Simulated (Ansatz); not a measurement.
The input, for Ansatz 0.2.0:

```yaml
crystal:
  periodic: [false, false, false]
  atoms:
    - {symbol: Al, position_ang: [0.000000, 0.121810, 1.665643]}
    - {symbol: Al, position_ang: [0.000000, -0.025416, -1.800208]}
    - {symbol: H, position_ang: [0.000000, -0.906362, 3.530047]}
    - {symbol: H, position_ang: [0.000000, -1.674017, 0.072120]}
basis:
  gaussian: {orbitals: 6-31G}
magnetization: {spin_polarized: false}
correlation: {method: ccsdtq, electrons: outside_noble_gas}
```

```sh
$ ansatz run in.yaml --threads 1 --pin off --events-out ev --progress --plain --max-ram 2393MiB
```

Output:

```
612 factors; integrals over basis functions are off by at most 9.8e-8 eV
mean field evaluation 1: about -13191.1501 eV, gradient 1.0e1 eV
mean field evaluation 2: about -13191.1511 eV, gradient 1.0e1 eV
mean field evaluation 4: about -13192.1921 eV, gradient 7.4e-1 eV
mean field evaluation 8: about -13192.1998 eV, gradient 5.4e-4 eV
mean field evaluation 16: about -13167.8354 eV, gradient 2.3e1 eV
mean field evaluation 32: about -13185.5841 eV, gradient 4.4e0 eV
mean field evaluation 64: about -13177.5042 eV, gradient 3.4e0 eV
mean field evaluation 96: about -13186.7999 eV, gradient 3.1e-3 eV
mean field evaluation 128: about -13186.7979 eV, gradient 2.7e-1 eV
mean field -13192.19978026 eV, -484.8043999303 hartree, gradient 5.2e-6 eV, S^2 0.000000; 7 other end points of the search recorded, 0 dependent functions left out
determinant -13192.19978026 eV, -484.8043999303 hartree, with singles and doubles -13195.22038536 eV, -484.9154051205 hartree
determinant -13186.79992394 eV, -484.6059588708 hartree, with singles and doubles -13191.31759684 eV, -484.7719802878 hartree
determinant -13177.01173963 eV, -484.2462497322 hartree, with no singles and doubles
10 core orbitals not correlated: weight in the atoms' cores, before any rotation towards them, 1.000 or more for the frozen orbitals, at most 0.000 for the correlated occupied ones
reference -13192.19978026 eV, -484.8043999303 hartree; 4, 4 occupied and 16, 16 virtual orbitals, 612 factors
second order -1.94940115 eV of doubles, -0.00000000 eV of singles
cycle   1  -2.55760831 eV  change   -6.1e-1 eV  update   1.1e-1
...
cycle  13  -3.14882361 eV  change    5.1e-5 eV  update   7.8e-5
cycle  14  -3.14879959 eV  change    2.4e-5 eV  update   3.4e-5
cycle  15  -3.14881108 eV  change   -1.1e-5 eV  update   2.1e-5
cycle  16  -3.14881624 eV  change   -5.2e-6 eV  update   1.1e-5
cycle  17  -3.14881871 eV  change   -2.5e-6 eV  update   6.8e-6
cycle  18  -3.14881873 eV  change   -1.7e-8 eV  update   5.1e-6
cycle  19  -3.14881637 eV  change    2.4e-6 eV  update   2.1e-6
cycle  20  -3.14881524 eV  change    1.1e-6 eV  update   1.2e-6
cycle  21  -3.14881436 eV  change    8.8e-7 eV  update   6.4e-7
cycle  22  -3.14881420 eV  change    1.6e-7 eV  update   3.7e-7
Total energy: -13195.34859446 eV, -484.9201167180 hartree
```

For the same geometry and basis full CI lies 0.3 meV lower.

Ran on 1 thread of Arm Neoverse V1, shared host: 11 s wall, 0.14 GiB peak host memory.
